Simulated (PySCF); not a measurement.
## Molecular orbitals of LiC⁺

M06 at R = 2.180 Å; PySCF, no relativity, basis sets Li STO-3G, C STO-3G. State: ³Π (triplet), unpaired electrons σ ↑, π ↑. Only the outer orbitals are listed, counted within each symmetry.

| spin | orbital | occ. | ε (eV) | on Li (%) | main shells (%) |
| --- | --- | --- | --- | --- | --- |
| α | 3σ | 1 | -21.68 | 6 | 94 C s |
| α | 4σ | 1 | -12.83 | 12 | 86 C p |
| α | 1π | 1 | -12.17 | 4 | 96 C p |
| α | 1π | 0 | -8.97 | 10 | 90 C p, 10 Li p |
| α | 5σ | 0 | -6.70 | 99 | 71 Li s, 28 Li p |
| α | 2π | 0 | -4.31 | 90 | 90 Li p, 10 C p |
| β | 3σ | 1 | -18.92 | 10 | 88 C s |
| β | 4σ | 0 | -7.33 | 52 | 52 Li s, 41 C p |
| β | 1π | 0 | -7.16 | 28 | 72 C p, 28 Li p |
| β | 1π | 0 | -6.39 | 38 | 62 C p, 38 Li p |

Task: Which are the highest filled and the lowest empty level, where do they sit, and how wide is the gap?

Result: Highest filled α 1π at -12.17 eV (in %: 96 C p); lowest empty α 1π at -8.97 eV (in %: 90 C p, 10 Li p); the gap at M06 is 3.20 eV. Both belong to one degenerate shell, split only by its one-sided filling, so this is no excitation gap.

```json
{
 "bond order (Mayer)": "0.55",
 "⟨S²⟩": "2.001",
 "charge on Li (Mulliken, basis-dependent)": "0.68",
 "charge on Li (Löwdin, basis-dependent)": "0.55",
 "dipole moment (positive dipole points towards C; it is taken about the centre of mass and depends on that origin)": "-4.60 D"
}
```

STO-3G is very small, so such numbers show the basis as much as the molecule. The state was picked by a PBE0 search and need not be the measured ground state.
